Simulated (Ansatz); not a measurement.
# AlH5O2: the cost of one run

All numbers below are computed with Ansatz 0.2.0 (RKS PBE-D4/def2-SVP).

### Step 1. The structure to begin with

Bond lengths: Al1–O2 2.130 Å, O2–H3 1.010 Å, Al1–H4 1.560 Å, Al1–O5 1.780 Å, O5–H6 1.010 Å. Angles: Al1–O2–H3 109.5°, O2–Al1–H4 120.0°, O2–Al1–O5 120.0°, H4–Al1–O5 120.0°, Al1–O5–H6 109.5°.

As a file:

```xyz
8

Al    0.0000    0.0000    0.0000
O     0.0000    0.0000    2.1300
H    -0.9095   -0.2814    2.4671
H     1.3510    0.0000   -0.7800
O    -1.5415    0.0000   -0.8900
H    -2.0512   -0.8467   -0.6815
H     0.0834    1.7631    0.5865
H     0.0646    1.3656    1.5323
```

### Step 2. Pulling towards end A

Springs on the bonds that form and break draw the guess towards this end; the thresholds are loose.

File input.yaml:

```yaml
crystal:
  periodic: [false, false, false]
  atoms:
    - { symbol: Al, position_ang: [0.0, 0.0, 0.0] }
    - { symbol: O, position_ang: [0.0, 0.0, 2.13] }
    - { symbol: H, position_ang: [-0.9095, -0.2814, 2.4671] }
    - { symbol: H, position_ang: [1.351, 0.0, -0.78] }
    - { symbol: O, position_ang: [-1.5415, 0.0, -0.89] }
    - { symbol: H, position_ang: [-2.0512, -0.8467, -0.6815] }
    - { symbol: H, position_ang: [0.0834, 1.7631, 0.5865] }
    - { symbol: H, position_ang: [0.0646, 1.3656, 1.5323] }
basis:
  gaussian: { orbitals: def2-SVP }
hamiltonian:
  xc: pbe
  dispersion: d4
relax:
  f_tol: 0.15
  max_steps: 25
  restrain:
    - { distance: [0, 6], at: 2.76, k: 30.0 }
    - { distance: [7, 1], at: 2.21, k: 30.0 }
    - { distance: [0, 1], at: 1.78, k: 30.0 }
    - { distance: [7, 6], at: 0.66, k: 30.0 }
```

Launch:

```sh
ansatz run input.yaml --threads 1 --pin off --max-ram 2048MiB --backend cpu --events-out ev --progress --plain --runs-dir out
```

**Question.** How long does this run take on 1 thread of AMD EPYC 9R45 (Zen 5), shared host, and how much memory does it need?

About 6.5 s, with a peak of 0.14 GiB.
